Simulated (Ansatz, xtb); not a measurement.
## Isomers of CH5BSi+ in order of energy

9 gas-phase structures of CH5BSi+, found in a search over its isomers (lower ones may exist). Each was relaxed with GFN2-xTB; where two conformers were screened, the lower at r2SCAN-D4/def2-SVP//GFN2-xTB is listed:

A. the doublet with the links of `B[CH][SiH2+]`
B. the doublet with the links of `C[B][SiH2+]`
C. the doublet with the links of `[CH2][B+][SiH3]`
D. the doublet with the links of `[CH2]B[SiH2+]`
E. the doublet with the links of `[BH+][CH][SiH3]`
F. the doublet with the links of `[BH][SiH+]C`
G. the doublet with the links of `B[SiH+][CH2]`
H. a doublet given by its coordinates
I. a doublet given by its coordinates

H (Å):

```xyz
8

C    -0.7712   -0.8906   -1.6360
B    -0.4437    0.3038   -0.8173
Si    1.0822   -1.1082   -0.9644
H    -0.6336    1.3425   -0.3578
H    -1.4552   -1.6512   -1.2675
H    -0.8838   -0.8262   -2.7149
H     1.2482   -2.0743    0.1067
H     2.1551   -0.8365   -1.9054
```

Close contacts (Å): C1–B2 1.48, C1–Si3 1.98, B2–Si3 2.08, C1–H5 1.09, C1–H6 1.09, B2–H4 1.15, Si3–H7 1.45, Si3–H8 1.45.

I (Å):

```xyz
8

C    -0.2407    0.9187   -0.0855
B     1.0389    0.8574    0.8656
Si   -1.0783   -0.7448   -0.3098
H    -1.3582   -1.8709    0.5890
H     0.8883    0.8839    2.0191
H     2.0970    0.7785    0.3891
H    -0.9912    1.5884    0.3527
H     0.0148    1.3143   -1.0784
```

Close contacts (Å): C1–B2 1.60, C1–Si3 1.88, C1–H7 1.10, C1–H8 1.10, B2–H5 1.16, B2–H6 1.16, Si3–H4 1.47.

Q: Make a reasoned guess at their ranking by r2SCAN-D4/def2-SVP//GFN2-xTB single-point energy.

A: Calculated order at r2SCAN-D4/def2-SVP//GFN2-xTB: B (0.0), H (49.3), F (63.2), A (79.0), E (86.7), I (94.4), D (106.3), G (126.6), C (131.9) kJ/mol.

Energies above the lowest of each column, in kJ/mol; the last columns are at r2SCAN-D4/def2-SVP geometries and were run for some of them only (a dash: not run or not comparable):

| structure | GFN2-xTB | HF/STO-3G | r2SCAN-D4/def2-SVP//GFN2-xTB | r2SCAN-D4/def2-SVP | CCSD(T)/def2-SVP + ΔMP2/def2-TZVPP |
| --- | --- | --- | --- | --- | --- |
| B | 0.0 | 20.5 | 0.0 | 0.0 | 0.0 |
| H | 45.8 | 80.6 | 49.3 | 32.0 | 29.7 |
| F | 51.2 | 42.9 | 63.2 | 58.9 | 39.7 |
| A | 2.7 | 25.5 | 79.0 | 73.0 | – |
| E | 103.8 | 62.3 | 86.7 | – | – |
| I | 13.0 | 0.0 | 94.4 | – | – |
| D | 21.0 | 39.8 | 106.3 | – | – |
| G | 65.5 | 27.5 | 126.6 | – | – |
| C | 145.9 | 128.1 | 131.9 | – | – |

CCSD(T)/def2-SVP + ΔMP2/def2-TZVPP puts B lowest of those it was run on; HF/STO-3G picks I. Some further structures that were screened fall inside this span and aren't listed. Flexible structures stand in one conformer each, not always the lowest. Frequencies (r2SCAN-D4/def2-SVP) were run for B, F, H alone. Open shells are spin-unrestricted. ΔMP2 is the change of the MP2 energy from the smaller to the larger basis.

Over these structures GFN2-xTB departs from r2SCAN-D4/def2-SVP//GFN2-xTB by 39.1 kJ/mol on average once a common shift is removed. A GFN2-xTB relaxation took about 0.079 s and the r2SCAN-D4/def2-SVP//GFN2-xTB energy about 1.8 s on a shared host (Ansatz 0.2.0, xtb 6.7.1).
